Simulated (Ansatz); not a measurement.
Coupled-cluster run, C2H2F4, SMILES `FC(F)C(F)F`.

```yaml
crystal:
  periodic: [false, false, false]
  atoms:
    - {symbol: F, position_ang: [-1.346460, -1.046006, 0.376792]}
    - {symbol: C, position_ang: [-0.519649, 0.008767, 0.541917]}
    - {symbol: F, position_ang: [-1.223722, 1.138661, 0.365643]}
    - {symbol: C, position_ang: [0.597080, -0.083463, -0.491637]}
    - {symbol: F, position_ang: [1.506717, 0.879307, -0.228877]}
    - {symbol: F, position_ang: [0.105604, 0.114679, -1.725595]}
    - {symbol: H, position_ang: [-0.115979, -0.007497, 1.559796]}
    - {symbol: H, position_ang: [1.088406, -1.061449, -0.453739]}
basis:
  gaussian: {orbitals: def2-SVP}
correlation: {method: ccsd_t}
```

```sh
$ ansatz run in.yaml --threads 4 --pin off --events-out ev --progress --plain --max-ram 10444MiB
```

Log, shortened:

```
Functional definition: HF
910 factors; integrals over basis functions are off by at most 1.5e-3 eV
mean field evaluation 1: about -12901.8582 eV, gradient 4.2e1 eV
mean field evaluation 2: about -12901.9963 eV, gradient 4.2e1 eV
mean field evaluation 4: about -12905.4375 eV, gradient 3.5e0 eV
mean field evaluation 8: about -12905.4792 eV, gradient 1.7e-1 eV
mean field -12905.47936224 eV, -474.2676189141 hartree, gradient 1.5e-6 eV, S^2 0.000000; 0 other end points of the search recorded, 0 dependent functions left out
6 core orbitals not correlated: weight in the atoms' cores, before any rotation towards them, 1.000 or more for the frozen orbitals, at most 0.000 for the correlated occupied ones
reference -12905.47936224 eV, -474.2676189141 hartree; 19, 19 occupied and 69, 69 virtual orbitals, 910 factors
second order -27.08675684 eV of doubles, -0.00000000 eV of singles
cycle   1  -27.14221267 eV  change   -5.5e-2 eV  update   1.1e-1
cycle   2  -27.68229392 eV  change   -5.4e-1 eV  update   2.9e-2
cycle   3  -27.82285566 eV  change   -1.4e-1 eV  update   1.4e-2
cycle   4  -27.81549227 eV  change    7.4e-3 eV  update   2.6e-3
cycle   5  -27.81404749 eV  change    1.4e-3 eV  update   1.2e-3
cycle   6  -27.81473201 eV  change   -6.8e-4 eV  update   3.6e-4
cycle   7  -27.81454856 eV  change    1.8e-4 eV  update   1.2e-4
cycle   8  -27.81444169 eV  change    1.1e-4 eV  update   3.4e-5
cycle   9  -27.81445234 eV  change   -1.1e-5 eV  update   1.1e-5
perturbative correction -0.54437356 eV, -0.0200053593 hartree
Total energy: -12933.83818814 eV, -475.3097865438 hartree
```

Run time 5 s (4 threads of an Arm Neoverse V2 on a shared host); peak host memory 0.43 GiB.

MP2 recovers 95.5 % of the CCSD(T) correlation energy and the triples give 1.9 %; T1 = 0.0111.
